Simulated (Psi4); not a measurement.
# [BH4]− (borohydride) at 6 levels

We compute a comparison of 6 runs (HF/3-21G, B3LYP/6-31G*, r2SCAN/6-311+G**, r2SCAN/pcseg-2, ACPF/cc-pVDZ-F12) of [BH4]− (borohydride). 

Program for the calculation: Psi4 1.11.

9 further runs of the same task are left out: 2 that didn't finish, 7 set aside as unsound or not needed.

## (1) Starting point

[BH4]−: 5 atoms, total charge -1, spin state singlet. SMILES: `[BH4-]`. The shape is that of a GFN2-xTB optimisation.

Bond lengths: B1–H2 1.228 Å, B1–H3 1.229 Å, B1–H4 1.229 Å, B1–H5 1.229 Å. Angles: H2–B1–H3 109.5°, H2–B1–H4 109.5°, H2–B1–H5 109.5°, H3–B1–H4 109.5°, H3–B1–H5 109.4°, H4–B1–H5 109.5°.

## (2) Energy and forces at HF/3-21G (run 1)

Input file bh4.json:

```json
{
 "schema_name": "qcschema_input",
 "schema_version": 1,
 "molecule": {
  "schema_name": "qcschema_molecule",
  "schema_version": 2,
  "symbols": ["B", "H", "H", "H", "H"],
  "geometry": [0.00018897, 0.00032125, -0.00020787, 1.29193016, 1.88407584, 0.41137448, 1.37258367, -1.86797538, -0.12674393, -1.13461046, 0.26399474, -2.00945917, -1.53009235, -0.28039756, 1.72503649],
  "molecular_charge": -1,
  "molecular_multiplicity": 1,
  "fix_symmetry": "c1",
  "fix_com": true,
  "fix_orientation": true
 },
 "driver": "gradient",
 "model": {
  "method": "scf",
  "basis": "3-21G"
 },
 "keywords": {
  "puream": true,
  "e_convergence": 1e-09,
  "d_convergence": 1e-08,
  "scf_type": "pk",
  "scf_properties": ["MULLIKEN_CHARGES", "WIBERG_LOWDIN_INDICES", "LOWDIN_CHARGES"]
 }
}
```

The run is started by

```
$ psi4 --qcschema bh4.json -n 1 --memory 1600MB
```

stdout:

```text
[...]
  Running in c1 symmetry.
[...]
  Nuclear repulsion =   10.195336367780204
[...]
  Multiplicity = 1
[...]
  Nalpha       = 5
  Nbeta        = 5
[...]
    Number of basis functions: 17
[...]
   @RHF iter   1:   -26.76325419125720   -6.52915e-01   1.52761e-02 ADIIS/DIIS
[...]
   @RHF iter   8:   -26.81272222435634   -1.52767e-13   7.33394e-10 DIIS
[...]
  @RHF Final Energy:   -26.81272222435634
   => Energetics <=
    Nuclear Repulsion Energy =             10.1953363677802038
    One-Electron Energy =                 -57.6824484135545887
    Two-Electron Energy =                  20.6743898214180390
    Total Energy =                        -26.8127222243563423
[...]
 Multipole Moments:
 ------------------------------------------------------------------------------------
     Multipole            Electronic (a.u.)      Nuclear  (a.u.)        Total (a.u.)
 ------------------------------------------------------------------------------------
 L = 1.  Multiply by 2.5417464519 to convert [e a0] to [Debye]
 Dipole X            :          0.0000879            0.0007559            0.0008438
 Dipole Y            :         -0.0010167            0.0013039            0.0002872
 Dipole Z            :          0.0007656           -0.0008315           -0.0000659
 Magnitude           :                                                    0.0008937
[...]
  -Total Gradient:
     Atom            X                  Y                   Z
    ------   -----------------  -----------------  -----------------
       1        0.000305881215     0.000156198567    -0.000062055432
       2       -0.002923703681    -0.004208813992    -0.000916124500
       3       -0.003028915682     0.004048652580     0.000285967141
       4        0.002444029383    -0.000548315332     0.004159291627
       5        0.003202708766     0.000552278177    -0.003467078835
[...]
```

The result, in JSON:

```text
{
 "driver": "gradient",
 "model": {
  "method": "scf",
  "basis": "3-21G"
 },
 "success": true,
 "return_result": [0.0003058812145719166, 0.00015619856702628814, -6.205543193976552e-05, -0.0029237036809419, -0.004208813992374161, -0.0009161245004440863, -0.0030289156820955815, 0.0040486525802591045, 0.0002859671411111677, 0.0024440293827312776, -0.0005483153323098226, 0.0041592916266400826, 0.0032027087657314768, 0.0005522781773894293, -0.0034670788353687865],
 "properties": {
  "calcinfo_nbasis": 17,
  "calcinfo_nmo": 17,
  "calcinfo_nalpha": 5,
  "calcinfo_nbeta": 5,
  "calcinfo_natom": 5,
  "nuclear_repulsion_energy": 10.195336367780204,
  "return_energy": -26.812722224356342,
  "return_gradient": [0.0003058812145719166, 0.00015619856702628814, -6.205543193976552e-05, -0.0029237036809419, -0.004208813992374161, -0.0009161245004440863, -0.0030289156820955815, 0.0040486525802591045, 0.0002859671411111677, 0.0024440293827312776, -0.0005483153323098226, 0.0041592916266400826, 0.0032027087657314768, 0.0005522781773894293, -0.0034670788353687865],
  "scf_one_electron_energy": -57.68244841355459,
  "scf_two_electron_energy": 20.67438982141804,
  "scf_dipole_moment": [0.0008437548500100506, 0.00028723522962076364, -6.587239573818682e-05],
  "scf_total_energy": -26.812722224356342,
  "scf_total_gradient": [0.0003058812145719166, 0.00015619856702628814, -6.205543193976552e-05, -0.0029237036809419, -0.004208813992374161, -0.0009161245004440863, -0.0030289156820955815, 0.0040486525802591045, 0.0002859671411111677, 0.0024440293827312776, -0.0005483153323098226, 0.0041592916266400826, 0.0032027087657314768, 0.0005522781773894293, -0.0034670788353687865],
  "scf_iterations": 8
 }
}
```

Run time: 1.8 s. Hardware: 1 thread of Intel Xeon Platinum 8488C (Sapphire Rapids), shared host; peak memory 0.18 GiB.

## (3) The energy at B3LYP/6-31G(d) (spherical functions) (run 2)

Input file bh4.inp:

```
memory 1600 mb

molecule m {
  -1 1
  B      0.000100     0.000170    -0.000110
  H      0.683660     0.997010     0.217690
  H      0.726340    -0.988490    -0.067070
  H     -0.600410     0.139700    -1.063360
  H     -0.809690    -0.148380     0.912850
  symmetry c1
}

set puream true
set e_convergence 1e-09
set d_convergence 1e-08
set scf_type pk
set dft_radial_points 99
set dft_spherical_points 590

result, w = energy("b3lyp/6-31G*", return_wfn=True)
oeprop(w, "MAYER_INDICES", "QUADRUPOLE", "WIBERG_LOWDIN_INDICES")
```

The run is started by

```
$ psi4 bh4.inp bh4.out -n 1
```

bh4.out:

```text
[...]
  Running in c1 symmetry.
[...]
  Nuclear repulsion =   10.195336356447260
[...]
  Multiplicity = 1
[...]
  Nalpha       = 5
  Nbeta        = 5
[...]
    Number of basis functions: 22
[...]
   @RKS iter   1:   -27.05229507148596   -3.26027e-01   2.34227e-02 ADIIS/DIIS
[...]
   @RKS iter   8:   -27.24636033130097   -1.20792e-13   1.34999e-09 DIIS
[...]
  @RKS Final Energy:   -27.24636033130097
   => Energetics <=
    Nuclear Repulsion Energy =             10.1953363564472603
    One-Electron Energy =                 -58.0440251598284220
    Two-Electron Energy =                  25.2893059180721700
    DFT Exchange-Correlation Energy =      -4.6869774459919764
    Empirical Dispersion Energy =           0.0000000000000000
    VV10 Nonlocal Energy =                  0.0000000000000000
    Total Energy =                        -27.2463603313009699
[...]
 Multipole Moments:
 ------------------------------------------------------------------------------------
     Multipole            Electronic (a.u.)      Nuclear  (a.u.)        Total (a.u.)
 ------------------------------------------------------------------------------------
 L = 1.  Multiply by 2.5417464519 to convert [e a0] to [Debye]
 Dipole X            :          0.0013534           -0.0003751            0.0009783
 Dipole Y            :          0.0011094           -0.0006301            0.0004793
 Dipole Z            :         -0.0005974            0.0004126           -0.0001849
 Magnitude           :                                                    0.0011050
 L = 2.  Multiply by 1.3450342976 to convert [e a0^2] to [Debye ang]
 Quadrupole XX       :        -17.4770271            7.1815931          -10.2954340
 Quadrupole XY       :          0.0008590           -0.0003549            0.0005041
[...]
```

It took 4.5 s on 1 thread of Intel Xeon Platinum 8488C (Sapphire Rapids), shared host; peak memory 0.41 GiB.

Run 3 isn't shown in full; the table further down has it.

## (4) Energy and forces at r2SCAN/6-311+G(d,p) (run 4)

Input file bh4.py:

```python
import psi4

psi4.set_memory('1600 MB')
psi4.set_num_threads(1)
psi4.set_output_file('run.log', False)

m = psi4.geometry("""
-1 1
B
H 1 1.228162
H 1 1.228559 2 109.50082
H 1 1.229057 2 109.46362 3 -119.99098
H 1 1.229359 2 109.45086 4 -120.05649
symmetry c1
no_reorient
no_com
""")

psi4.set_options(dict(puream=True, e_convergence=1e-09, d_convergence=1e-08, scf_type='pk', dft_radial_points=99, dft_spherical_points=590))

energy_value, wavefunction = psi4.gradient("r2scan/6-311+G**", molecule=m, return_wfn=True)
psi4.oeprop(wavefunction, "MULLIKEN_CHARGES", "DIPOLE", "QUADRUPOLE")
print('gradient / Eh bohr^-1')
print(energy_value.np.round(6))
print(f'energy = {wavefunction.energy():.10f} Eh')
```

The run is started by

```
$ python bh4.py
```

run.log:

```text
[...]
  Running in c1 symmetry.
[...]
  Nuclear repulsion =   10.195335048287998
[...]
  Multiplicity = 1
[...]
  Nalpha       = 5
  Nbeta        = 5
[...]
    Number of basis functions: 46
[...]
   @RKS iter   1:   -26.90738011701339   -2.47078e-01   1.45549e-02 DIIS/ADIIS
[...]
   @RKS iter   9:   -27.23480487313665   -9.60299e-12   3.33795e-09 DIIS
[...]
  @RKS Final Energy:   -27.23480487313665
   => Energetics <=
    Nuclear Repulsion Energy =             10.1953350482879976
    One-Electron Energy =                 -57.8160664433311027
    Two-Electron Energy =                  26.0719994723144772
    DFT Exchange-Correlation Energy =      -5.6860729504080192
    Empirical Dispersion Energy =           0.0000000000000000
    VV10 Nonlocal Energy =                  0.0000000000000000
    Total Energy =                        -27.2348048731366497
[...]
  -Total Gradient:
     Atom            X                  Y                   Z
    ------   -----------------  -----------------  -----------------
       1       -0.000099693583     0.000160118288     0.000263098598
       2        0.000005071261    -0.000024861168    -0.004073048226
       3        0.000012638941    -0.003727353816     0.001285660590
       4        0.003024697871     0.001813687796     0.001279476123
       5       -0.002942388555     0.001778192925     0.001244892655
[...]
  Mulliken Charges: (a.u.)
   Center  Symbol    Alpha    Beta     Spin     Total
       1     B     2.69130  2.69130  0.00000 -0.38260
       2     H     0.57711  0.57711  0.00000 -0.15421
       3     H     0.57715  0.57715  0.00000 -0.15430
       4     H     0.57721  0.57721  0.00000 -0.15442
       5     H     0.57724  0.57724  0.00000 -0.15448
   Total alpha =  5.00000, Total beta =  5.00000, Total charge = -1.00000
```

On the terminal:

```text
gradient / Eh bohr^-1
[[-1.000e-04  1.600e-04  2.630e-04]
 [ 5.000e-06 -2.500e-05 -4.073e-03]
 [ 1.300e-05 -3.727e-03  1.286e-03]
 [ 3.025e-03  1.814e-03  1.279e-03]
 [-2.942e-03  1.778e-03  1.245e-03]]
energy = -27.2348048731 Eh
```

Run time: 12 s. Hardware: 1 thread of Intel Xeon Platinum 8488C (Sapphire Rapids), shared host; peak memory 1.2 GiB.

Run 5 isn't shown in full; the table further down has it.

## (5) The energy at ACPF/cc-pVDZ-F12 (density fitting) (run 6)

Input file input.inp:

```
memory 1600 MB

molecule {
  -1 1
  B
  H 1 1.228162
  H 1 1.228559 2 109.50082
  H 1 1.229057 2 109.46362 3 -119.99098
  H 1 1.229359 2 109.45086 4 -120.05649
  no_reorient
  no_com
}

set {
  basis cc-pVDZ-F12
  freeze_core true
}

energy('acpf')
```

The run is started by

```
$ psi4 -i input.inp -o input.out -n 1
```

input.out:

```text
[...]
  Running in c1 symmetry.
[...]
  Nuclear repulsion =   10.195335048287998
[...]
  Multiplicity = 1
[...]
  Nalpha       = 5
  Nbeta        = 5
[...]
    Number of basis functions: 66
[...]
   @RHF iter   1:   -26.89393033809333   -6.10236e-01   5.29865e-03 ADIIS/DIIS
[...]
   @RHF iter   8:   -26.98639723307215   -7.69163e-12   3.10949e-09 DIIS
[...]
    Orbital Energies [Eh]
    ---------------------
    Doubly Occupied:
       1A     -7.285299     2A     -0.451832     3A     -0.190411
       4A     -0.190298     5A     -0.190116
[...]
  @RHF Final Energy:   -26.98639723307215
   => Energetics <=
    Nuclear Repulsion Energy =             10.1953350482879976
    One-Electron Energy =                 -57.7475554733678109
    Two-Electron Energy =                  20.5658231920076631
    Total Energy =                        -26.9863972330721467
[...]
 Multipole Moments:
 ------------------------------------------------------------------------------------
     Multipole            Electronic (a.u.)      Nuclear  (a.u.)        Total (a.u.)
 ------------------------------------------------------------------------------------
 L = 1.  Multiply by 2.5417464519 to convert [e a0] to [Debye]
 Dipole X            :         -0.0009773            0.0005357           -0.0004416
 Dipole Y            :          0.0006065            0.0000498            0.0006563
 Dipole Z            :          0.0017628           -0.0006469            0.0011160
 Magnitude           :                                                    0.0013679
[...]
      * SCS-MP2 total energy:                  -27.153023055487
[...]
      * MP2 total energy:                      -27.142307388989
[...]
```

Run time: 4.5 s. Hardware: 1 thread of Intel Xeon Platinum 8488C (Sapphire Rapids), shared host; peak memory 0.34 GiB.

## (6) Overview of the runs

```
run                               level      task         integration grid  energy (Eh)  HOMO energy (eV)  LUMO energy (eV)  HOMO–LUMO gap (eV)  wall time
  1                            HF/3-21G  gradient                        –   -26.812722             -4.63             15.18               19.82      1.8 s
  2  B3LYP/6-31G* (spherical functions)    energy  99 radial × 590 angular   -27.246360             -0.87             11.41               12.28      4.5 s
  3  B3LYP/6-31G* (Cartesian functions)    energy  99 radial × 590 angular   -27.246889             -0.87             11.41               12.28      4.5 s
  4                    r2SCAN/6-311+G**  gradient  99 radial × 590 angular   -27.234805             -0.94              5.10                6.04       12 s
  5                      r2SCAN/pcseg-2    energy  99 radial × 590 angular   -27.238979             -0.94              6.83                7.77       20 s
  6  ACPF/cc-pVDZ-F12 (density fitting)    energy                        –   -27.169953             -5.17              4.97               10.15      4.5 s
```

## (7) What came out

```
                                                    quantity         value
                                         run 6: total energy  -27.16995 Eh
                  run 6: HOMO energy (Hartree–Fock orbitals)      -5.17 eV
                  run 6: LUMO energy (Hartree–Fock orbitals)       4.97 eV
run 6: HOMO–LUMO gap (to an unbound level, set by the basis)      10.15 eV
           run 6: correlation energy (1 core orbital frozen)    -183.6 mEh
```

What this shows: Over runs 1, 2, 3, 4, 5 the HOMO–LUMO gap runs from 6.04 eV (r2SCAN/6-311+G**) to 19.82 eV (HF/3-21G). The two ends differ in method and basis. The empty levels of an anion lie above zero and hang on the basis. Totals of different functionals can't be ranked against each other. All runs together took 47 s, the longest 20 s.
